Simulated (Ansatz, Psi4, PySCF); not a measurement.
Gas-phase reaction in SMILES: C=C (C2H4) → C=C (C2H4) as doublet, charge +1 + e-

Quantity: adiabatic ionisation energy (0 K, with zero-point energies), in eV. Set-up: non-relativistic; LANL2DZ all-electron up to Ne; valence correlation only; 6-311+G** with 5d; open shells spin-unrestricted; no spin-orbit coupling; six Cartesian d functions in 6-31G* and its kin unless marked 5d; dispersion terms only where a functional's name holds one. CBS marks a two-point X^-3 extrapolation of the correlation energy; Hartree-Fock from the larger set. The bracket is a focal-point correction in the basis named. First-principles rows: single points at B3LYP-D3(BJ) geometries (Ansatz, an electronic-structure program), with unscaled harmonic terms from B3LYP/6-31G* at its own minima.

Measured values: CCCBDB table in ASE; they hold spin-orbit and core effects. 

Value to compare with, the measured value: 10.51 eV.

```
level                                                          program  adiabatic ionisation energy (0 K, with zero-point energies) (eV)  error
-------------------------------------------------------------  -------  ----------------------------------------------------------------  -----
HF/STO-3G                                                       Ansatz                                                              7.60  -2.91
HF/3-21G                                                        Ansatz                                                              8.97  -1.54
HF/LANL2DZ                                                      Ansatz                                                              8.90  -1.61
PBE/LANL2DZ                                                     Ansatz                                                             10.18  -0.33
PBE/6-311+G**                                                   Ansatz                                                             10.28  -0.23
B3LYP/6-31G                                                     Ansatz                                                             10.11  -0.40
B3LYP/6-31G*                                                    Ansatz                                                             10.07  -0.44
B3LYP/6-31G**                                                   Ansatz                                                             10.07  -0.44
B3LYP/cc-pVDZ                                                   Ansatz                                                             10.17  -0.34
M06-2X/6-31G* (5d)                                               PySCF                                                             10.08  -0.43
M06-2X/6-311+G**                                                 PySCF                                                             10.27  -0.24
wB97X-D/6-311+G**                                                 Psi4                                                             10.23  -0.28
MP2/3-21G                                                       Ansatz                                                              9.94  -0.57
MP2/LANL2DZ                                                     Ansatz                                                              9.92  -0.59
B3LYP/def2-TZVPD                                                Ansatz                                                             10.29  -0.22
PBE0/def2-TZVPD                                                 Ansatz                                                             10.22  -0.29
RI-MP2/CBS(aug-cc-pVTZ,aug-cc-pVQZ)+[CCSD(T)-MP2]/aug-cc-pVTZ   Ansatz                                                             10.53   0.02
```

Among the 14 habitual levels, HF/STO-3G lies farthest from the measured value (-2.91 eV); 0 of 14 lie above it, and their mean absolute error is 0.74 eV, the median 0.43. One case shows no general order.

The levels are drawn from those run, B3LYP/6-31G* more often than the rest, none by its result; runs whose electronic state is in doubt are left out.
